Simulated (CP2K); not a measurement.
# One shape, several levels: doublet [SiH2]−

Wanted: a comparison of 3 runs (AM1, PM3, PM6) of doublet [SiH2]−. 

The results are computed with CP2K 2026.2.

3 further runs of the same task are left out: 3 set aside as unsound or not needed.

## (1) The molecule

[SiH2]−: 3 atoms, total charge -1, spin state doublet. As SMILES of the parent species, `[SiH2]`. The coordinates come from a PBE0-D4/def2-TZVP relaxation. That shape belongs to the parent species and isn't relaxed for this state.

Bond lengths: Si1–H2 1.525 Å, Si1–H3 1.525 Å. Angles: H2–Si1–H3 91.2°.

## (2) A single-point energy at AM1 (run 1)

Contents of qs.inp:

```
&GLOBAL
  PROJECT qs
  RUN_TYPE ENERGY
  PRINT_LEVEL MEDIUM
&END

&FORCE_EVAL
  METHOD QUICKSTEP
  &DFT
    CHARGE -1
    MULTIPLICITY 2
    UKS T
    &QS
      METHOD AM1
      EPS_DEFAULT 1.0E-10
      &SE
        &COULOMB
          CUTOFF [angstrom] 50
          RC_RANGE [angstrom] 0
        &END
        &EXCHANGE
          CUTOFF [angstrom] 50
          RC_RANGE [angstrom] 0
        &END
      &END
    &END
    ! cluster boundary conditions
    &POISSON
      PERIODIC NONE
      POISSON_SOLVER ANALYTIC
    &END
    ! SCF settings
    &SCF
      SCF_GUESS ATOMIC
      EPS_SCF 1.0E-07
      MAX_SCF 100
      ADDED_MOS 4
      &DIAGONALIZATION
        ALGORITHM STANDARD
      &END
      &MIXING
        METHOD DIRECT_P_MIXING
        ALPHA 0.4
      &END
    &END
    &PRINT
      &MOMENTS
        PERIODIC F
        REFERENCE COM
        MAX_MOMENT 1
      &END
      &MO ON
        ENERGIES T
        OCCUPATION_NUMBERS T
        NDIGITS 6
        &EACH
          QS_SCF 0
        &END
        ADD_LAST NUMERIC
      &END
      &HIRSHFELD OFF
      &END
    &END
  &END
  ! structure
  &SUBSYS
    ! vacuum box
    &CELL
      ABC 13.3 13.6 12.8
      PERIODIC NONE
    &END
    &COORD
      Si    -0.491200     0.468600    -0.213600
      H      0.840300     0.578600     0.522500
      H     -0.349100    -1.047200    -0.308900
    &END
    &TOPOLOGY
      &CENTER_COORDINATES
      &END
    &END
  &END
&END
```

Started as:

```bash
$ OMP_NUM_THREADS=1 cp2k.psmp -i qs.inp -o qs.out
```

The program printed:

```text
CP2K| version string:                                       CP2K version 2026.2
[...]
 GLOBAL| Method name                                                        CP2K
[...]
 GLOBAL| Run type                                                         ENERGY
[...]
 *** WARNING in qs_environment.F:2191 :: More ADDED_MOs requested for beta ***
 *** spin than available.                                                  ***
 *** WARNING in qs_environment.F:2210 :: More added MOs requested than     ***
 *** available. The full set of unoccupied MOs will be used. Use           ***
 *** 'ADDED_MOS -1' to always use all available MOs and to get rid of this ***
[...]
                             - Atoms:                                          3
[...]
                             - Spherical basis functions:                      6
[...]
 Number of electrons:                                                          4
[...]
     1 P_Mix/Diag. 0.40E+00    0.0     0.44882505        -3.1650816410 -3.17E+00
[...]
    19 DIIS/Diag.  0.66E-07    0.0     0.00000009        -4.0221400451 -6.22E-15
  *** SCF run converged in    19 steps ***
  Core-core repulsion energy [eV]:                             66.52940402393344
  Core Hamiltonian energy [eV]:                              -176.06728450403941
  Two-electron integral energy [eV]:                            0.17976757613643
  Electronic energy [eV]:                                    -175.97740071597119
  Total energy [eV]:                                         -109.44799669203776
  Atomic reference energy [eV]:                               111.01354364625418
  Heat of formation [kcal/mol]:                                36.10237328117574
[...]
 SE_DIPOLE| Moment [Debye]         -1.00066661       0.95454308      -0.43515276
 SE_DIPOLE| Derivative [a.u.]       0.00000000       0.00000000       0.00000000
 ENERGY| Total FORCE_EVAL ( QS ) energy [hartree]             -4.022140045099817
[...]
```

Wall time 1.7 s (1 thread of Intel Xeon at 2.50GHz (Skylake/Cascade Lake), shared host); peak memory 0.18 GiB.

## (3) The energy at PM3 (run 2)

Contents of job.inp:

```
&GLOBAL
 PROJECT job
 RUN_TYPE ENERGY
 PRINT_LEVEL MEDIUM
&END GLOBAL

&FORCE_EVAL
 METHOD QS
 &DFT
  CHARGE -1
  MULTIPLICITY 2
  SPIN_POLARIZED T
  &QS
   METHOD PM3
   EPS_DEFAULT 1.0E-10
   &SE
    &COULOMB
     CUTOFF [angstrom] 50
     RC_RANGE [angstrom] 0
    &END COULOMB
    &EXCHANGE
     CUTOFF [angstrom] 50
     RC_RANGE [angstrom] 0
    &END EXCHANGE
   &END SE
  &END QS
  &POISSON
   PERIODIC NONE
   POISSON_SOLVER ANALYTIC
  &END POISSON
  &SCF
   SCF_GUESS ATOMIC
   EPS_SCF 1.0E-07
   MAX_SCF 40
   &OT
    MINIMIZER CG
    PRECONDITIONER FULL_ALL
   &END OT
   &OUTER_SCF
    EPS_SCF 1.0E-07
    MAX_SCF 8
   &END OUTER_SCF
  &END SCF
  &PRINT
   &MOMENTS
    PERIODIC F
    REFERENCE COM
    MAX_MOMENT 1
   &END MOMENTS
   &MO_CUBES
    NLUMO 3
    NHOMO -1
    WRITE_CUBE F
   &END MO_CUBES
   &HIRSHFELD OFF
   &END HIRSHFELD
  &END PRINT
 &END DFT
 &SUBSYS
  &CELL
   ABC 17.3 17.6 16.8
   PERIODIC NONE
  &END CELL
  &COORD
   Si    -0.491200     0.468600    -0.213600
   H      0.840300     0.578600     0.522500
   H     -0.349100    -1.047200    -0.308900
  &END COORD
  &TOPOLOGY
   &CENTER_COORDINATES
   &END CENTER_COORDINATES
  &END TOPOLOGY
 &END SUBSYS
&END FORCE_EVAL
```

Started as:

```bash
$ OMP_NUM_THREADS=1 cp2k.psmp job.inp > job.out
```

The program printed:

```text
CP2K| version string:                                       CP2K version 2026.2
[...]
 GLOBAL| Method name                                                        CP2K
[...]
 GLOBAL| Run type                                                         ENERGY
[...]
                             - Atoms:                                          3
[...]
                             - Spherical basis functions:                      6
[...]
 Number of electrons:                                                          4
[...]
     1 OT CG       0.15E+00    0.1     0.10829506        -3.1117113737 -3.11E+00
[...]
     5 OT CG       0.10E+01    0.0     0.00000007        -3.7627740939 -9.46E-13
  *** SCF run converged in     5 steps ***
  Core-core repulsion energy [eV]:                             55.70836786321271
  Core Hamiltonian energy [eV]:                              -155.74134732667386
  Two-electron integral energy [eV]:                           -4.71462153967294
  Electronic energy [eV]:                                    -158.09865809651032
  Total energy [eV]:                                         -102.39029023329761
  Atomic reference energy [eV]:                               103.15380364625416
  Heat of formation [kcal/mol]:                                17.60703897478371
[...]
 SE_DIPOLE| Moment [Debye]         -1.21136321       1.15556762      -0.52677239
 SE_DIPOLE| Derivative [a.u.]       0.00000000       0.00000000       0.00000000
 *** WARNING in qs_scf_post_se.F:140 :: Printing of MO cube files not ***
 *** implemented for Semi-Empirical method.                           ***
 ENERGY| Total FORCE_EVAL ( QS ) energy [hartree]             -3.762774093851450
[...]
```

Wall time 3.9 s (1 thread of Intel Xeon at 2.50GHz (Skylake/Cascade Lake), shared host); peak memory 0.18 GiB.

## (4) The energy at PM6 (run 3)

Contents of calc.inp:

```
&GLOBAL
  PROJECT calc
  RUN_TYPE ENERGY
  PRINT_LEVEL MEDIUM
&END
&FORCE_EVAL
  METHOD QS
  &DFT
    CHARGE -1
    MULTIPLICITY 2
    LSD T
    &QS
      METHOD PM6
      EPS_DEFAULT 1.0E-10
      &SE
        &COULOMB
          CUTOFF [angstrom] 50
          RC_RANGE [angstrom] 0
        &END
        &EXCHANGE
          CUTOFF [angstrom] 50
          RC_RANGE [angstrom] 0
        &END
      &END
    &END
    &POISSON
      PERIODIC NONE
      POISSON_SOLVER ANALYTIC
    &END
    ! SCF settings
    &SCF
      SCF_GUESS ATOMIC
      EPS_SCF 1.0E-07
      MAX_SCF 80
      &DIAGONALIZATION
        ALGORITHM STANDARD
      &END
      &MIXING
        METHOD DIRECT_P_MIXING
        ALPHA 0.4
      &END
    &END
    ! extra output
    &PRINT
      &MOMENTS
        PERIODIC F
        REFERENCE COM
        MAX_MOMENT 1
      &END
      &MO ON
        ENERGIES T
        OCCUPATION_NUMBERS T
        NDIGITS 6
        &EACH
          QS_SCF 0
        &END
        ADD_LAST NUMERIC
      &END
      &HIRSHFELD OFF
      &END
    &END
  &END
  ! atoms, cell and kinds
  &SUBSYS
    ! box in angstrom
    &CELL
      ABC 17.3 17.6 16.8
      PERIODIC NONE
    &END
    &COORD
      UNIT bohr
      Si    -0.9282335     0.8855257    -0.4036455
      H      1.5879369     1.0933955     0.9873819
      H     -0.6597034    -1.9789212    -0.5837364
    &END
    &TOPOLOGY
      &CENTER_COORDINATES
      &END
    &END
  &END
&END
```

Started as:

```bash
$ OMP_NUM_THREADS=1 cp2k.psmp calc.inp > calc.out
```

The program printed:

```text
CP2K| version string:                                       CP2K version 2026.2
[...]
 GLOBAL| Method name                                                        CP2K
[...]
 GLOBAL| Run type                                                         ENERGY
[...]
                             - Atoms:                                          3
[...]
                             - Spherical basis functions:                     11
[...]
 Number of electrons:                                                          4
[...]
     1 P_Mix/Diag. 0.40E+00    0.0     0.46459880        -2.4140863383 -2.41E+00
[...]
    19 DIIS/Diag.  0.75E-07    0.0     0.00000009        -3.6389947242 -2.89E-13
  *** SCF run converged in    19 steps ***
  Core-core repulsion energy [eV]:                             59.02934537848414
  Core Hamiltonian energy [eV]:                              -154.10106442657164
  Two-electron integral energy [eV]:                           -7.90072648920435
  Electronic energy [eV]:                                    -158.05142767117380
  Total energy [eV]:                                          -99.02208229268966
  Atomic reference energy [eV]:                               100.14113114625417
  Heat of formation [kcal/mol]:                                25.80588165845122
[...]
 SE_DIPOLE| Moment [Debye]         -1.19786089       1.14272169      -0.52089684
 SE_DIPOLE| Derivative [a.u.]       0.00000000       0.00000000       0.00000000
 ENERGY| Total FORCE_EVAL ( QS ) energy [hartree]             -3.638994724218384
[...]
```

Wall time 1.6 s (1 thread of Intel Xeon at 2.50GHz (Skylake/Cascade Lake), shared host); peak memory 0.18 GiB.

## (5) The series

```tsv
run	level	iteration cap	solver	energy (Eh)	HOMO energy (eV)	heat of formation (kcal/mol)	wall time
1	AM1	100	DIAG	-4.022140	-0.59	36.1	1.7 s
2	PM3	40	OT	-3.762774	–	17.6	3.9 s
3	PM6	80	DIAG	-3.638995	-2.19	25.8	1.6 s
```

## (6) Results

| quantity | value |
| --- | --- |
| run 3: total energy | -3.63899 Eh |
| run 3: HOMO energy (highest over α and β) | -2.19 eV |
| run 3: heat of formation | 25.8 kcal/mol |

**Reading.** Force-field and semi-empirical energies have zeros of their own, so their totals don't compare. All runs together took 7.3 s, the longest 3.9 s.
